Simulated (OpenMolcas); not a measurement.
## CHClF2 (difluorochloromethane): how far must the basis set go?

CHClF2: 5 atoms, total charge 0, spin state singlet. As SMILES, `FC(F)Cl`. The shape is that of a PBE0-D4/def2-TZVP optimisation.

```xyz
5

F     0.0389   -0.5681    1.2223
C     0.1094    0.0236    0.0283
F     0.8442   -0.7459   -0.7769
Cl   -1.5110    0.2089   -0.6408
H     0.5686    1.0078    0.1258
```

Program: OpenMolcas 26.06. Method: TPSS (population LoProp). Swept: basis set. Watched: the HOMO energy. Each run: energy and properties. Hardware: 1 thread of Arm Neoverse V2, shared host.

Deviations are taken from the sweep's last point, which isn't the limit.

Task: The candidates, from coarse to fine: ANO-L-MB; ANO-L-VDZ; ANO-L-VDZP; ANO-L-VTZP. Estimate which is the coarsest that holds the HOMO energy within 0.1 eV of the last.

Result: ANO-L-VDZP: it is 0.0532 eV off and takes 29 s, against 2.5 min for ANO-L-VTZP.

```tsv
basis set	basis functions	value (eV)	from the best (eV)	wall time
ANO-L-MB	25	-9.2630	-0.9560	12 s
ANO-L-VDZ	42	-8.6622	-0.3552	17 s
ANO-L-VDZP	65	-8.3602	-0.0532	29 s
ANO-L-VTZP	138	-8.3070	0.0000	2.5 min
```
